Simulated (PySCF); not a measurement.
Compound: C₄H₉O (doublet state).
Atom-mapped SMILES: `[CH3:1][CH:2][O:3][CH2:4][CH3:5]` (hydrogens: H6, H7, H8 on C1; H9 on C2; H10, H11 on C4; H12, H13, H14 on C5)

The geometry is computed with GFN2-xTB (gas phase). This method treats the open shell by occupation alone, without spin polarisation.

**Question.** What internal coordinates does the optimisation give?

**Answer.** 
```csv
bond,length (pm)
C1–C2,148.1
C2–O3,137.2
O3–C4,140.7
C4–C5,152.1
"C1–H6, C1–H8",108.8
C1–H7,109.8
C2–H9,108.0
"C4–H10, C4–H11",110.1
"C5–H12, C5–H13, C5–H14",108.7
```

Bonds in one row agree within 1 pm and their mean is given. A selection of angles:
```csv
angle,degrees
C2–C1–H6,110.3
C2–C1–H7,112.4
H6–C1–H7,107.4
H6–C1–H8,109.3
C1–C2–O3,116.3
C1–C2–H9,120.9
O3–C2–H9,117.4
C2–O3–C4,116.0
O3–C4–C5,108.7
O3–C4–H10,109.9
C5–C4–H10,110.3
H10–C4–H11,107.8
C4–C5–H12,109.9
H12–C5–H13,109.2
```

Dihedral angles: C1–C2–O3–C4 172° (antiperiplanar); C2–O3–C4–C5 -179° (antiperiplanar). The mirror-image conformer, all signs reversed, is as good.

C2 (carbon bonded to C, O and H) has angles 120.9°, 117.4° and 116.3°, sum 354.6°, 0.17 Å off the plane of its three neighbours. Of the pairs four or more bonds apart, H9···H11 is among the closest relative to their van der Waals radii: 2.42 Å, 101 % of the sum of Bondi's values. The 2 C–O bonds span 1.372 Å (C2–O3, drawn single) to 1.407 Å (O3–C4, drawn single), a spread of 0.035 Å. The 2 C–C bonds span 1.481 Å (C1–C2, drawn single) to 1.521 Å (C4–C5, drawn single), a spread of 0.040 Å.

GFN2-xTB frequencies: not computed here.
